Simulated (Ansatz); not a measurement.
in.yaml

```yaml
crystal:
  periodic: [false, false, false]
  atoms:
    - {symbol: Si, position_ang: [0.000000, 0.000000, 4.049019]}
    - {symbol: B, position_ang: [0.000000, 0.000000, -0.577038]}
    - {symbol: H, position_ang: [0.000000, 0.000000, -3.471981]}
basis:
  gaussian: {orbitals: 6-31G}
correlation: {method: fic_mrcisd_q, electrons: outside_noble_gas, active_space: {window: {electrons: 8, orbitals: 9}, shells: [{species: B, l: s, shell: 2}, {species: B, l: p, shell: 2}, {species: H, l: s, shell: 1}, {species: Si, l: s, shell: 3}, {species: Si, l: p, shell: 3}]}}
```

```sh
$ ansatz run in.yaml --threads 1 --pin off --events-out ev --progress --plain --max-ram 2393MiB
```

Log:

```
482 factors; integrals over basis functions are off by at most 6.2e-8 eV
mean field evaluation 1: about -8534.1360 eV, gradient 1.3e1 eV
mean field evaluation 2: about -8534.1366 eV, gradient 1.3e1 eV
mean field evaluation 4: about -8536.5020 eV, gradient 1.2e0 eV
mean field evaluation 8: about -8536.5154 eV, gradient 3.5e-5 eV
mean field evaluation 16: about -8528.5260 eV, gradient 5.9e0 eV
mean field evaluation 32: about -8528.8393 eV, gradient 4.4e-5 eV
mean field evaluation 64: about -8536.5142 eV, gradient 9.8e-2 eV
mean field evaluation 96: about -8536.4953 eV, gradient 2.9e-1 eV
mean field evaluation 128: about -8520.0719 eV, gradient 1.3e1 eV
mean field evaluation 160: about -8536.5156 eV, gradient 3.6e-1 eV
mean field -8536.51536708 eV, -313.7111534821 hartree, gradient 5.6e-6 eV, S^2 0.000000; 11 other end points of the search recorded, 0 dependent functions left out; unrestricted orbitals would lower it
reference -8536.51536708 eV, -313.7111534821 hartree; 10, 10 occupied and 14, 14 virtual orbitals, 482 factors
state -8541.47830082 eV, -313.8935379333 hartree
contracted CI cycle   1: correlation 0.00000000 eV, 0.0000000000 hartree, residual 4.12e0 eV
contracted CI cycle   2: correlation -0.50141708 eV, -0.0184267380 hartree, residual 6.54e-1 eV
contracted CI cycle   3: correlation -0.51404276 eV, -0.0188907229 hartree, residual 1.43e-1 eV
contracted CI cycle   4: correlation -0.51456950 eV, -0.0189100803 hartree, residual 2.94e-2 eV
contracted CI cycle   5: correlation -0.51459432 eV, -0.0189109926 hartree, residual 5.77e-3 eV
contracted CI cycle   6: correlation -0.51459517 eV, -0.0189110236 hartree, residual 1.55e-3 eV
contracted CI cycle   7: correlation -0.51459523 eV, -0.0189110260 hartree, residual 3.61e-4 eV
state -8541.47830082 eV, -313.8935379333 hartree; corrected -8542.00137330 eV, -313.9127604922 hartree
Total energy: -8542.00137330 eV, -313.9127604922 hartree
Checks for a lower state left out: starts, orbital_swaps
```

Natural occupations: 1.9612 1.8902 1.0172 1.0000 1.0000 0.9829 0.0554 0.0545 0.0387.

Ran on 1 thread of Intel Xeon, shared host: 21 s wall, 0.33 GiB peak host memory.
